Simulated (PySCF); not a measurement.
Spin-rotation constants: `InChI=1S/C5H8O/c1-2-6-5-3-4-5/h2,5H,1,3-4H2`

Geometry:
| atom | x (Å) | y (Å) | z (Å) |
| --- | --- | --- | --- |
| C1 | 1.712 | 2.515 | -0.907 |
| C2 | 0.583 | 2.036 | -0.412 |
| O3 | 0.459 | 0.736 | -0.027 |
| C4 | -0.810 | 0.293 | 0.343 |
| C5 | -2.025 | 0.629 | -0.468 |
| C6 | -1.477 | -0.768 | -0.478 |
| H7 | 1.796 | 3.548 | -1.186 |
| H8 | 2.574 | 1.887 | -1.035 |
| H9 | -0.295 | 2.659 | -0.274 |
| H10 | -0.926 | 0.244 | 1.424 |
| H11 | -1.890 | 1.217 | -1.363 |
| H12 | -2.950 | 0.827 | 0.052 |
| H13 | -0.965 | -1.095 | -1.369 |
| H14 | -2.014 | -1.549 | 0.037 |

Method: PySCF, GIAO B3LYP/pcSseg-1 magnetisability, rotational g tensor and spin-rotation constants, non-relativistic, gas phase. Geometry: GFN2-xTB, dihedral held. The dihedral C5–C4–O3–C2 is held at 45°.

Task: Give the nuclear spin-rotation constants along the inertial axes (H = +C I·J) beside the isotropic shieldings.

Result: Rotational constants 11.0338, 2.0778, 1.9428 GHz. A star marks the isotopologue with that one atom substituted, in its own axes.
```csv
atom,isotope,Caa (kHz),Cbb (kHz),Ccc (kHz),mean (kHz),σ (ppm)
H7,1H,-0.201,-0.023,-0.234,-0.152,27.8
H8,1H,-1.017,0.089,-0.178,-0.368,27.4
H9,1H,-0.978,0.129,-0.167,-0.339,25.4
H10,1H,-1.145,-0.186,0.070,-0.420,28.1
H11,1H,-0.917,-0.128,-0.133,-0.393,31.0
H12,1H,-0.819,-0.140,-0.150,-0.370,31.4
H13,1H,-1.178,-0.227,0.005,-0.467,31.1
H14,1H,-0.167,-0.199,-0.203,-0.190,31.3
C1,13C*,2.891,0.757,0.308,1.319,88.4
C2,13C*,3.645,1.031,0.522,1.733,21.2
O3,17O*,-2.371,-0.324,-0.208,-0.968,202.2
C4,13C*,1.539,0.496,0.478,0.838,124.1
C5,13C*,1.085,0.399,0.200,0.561,175.2
```
For the geometry as given, no vibrational averaging.
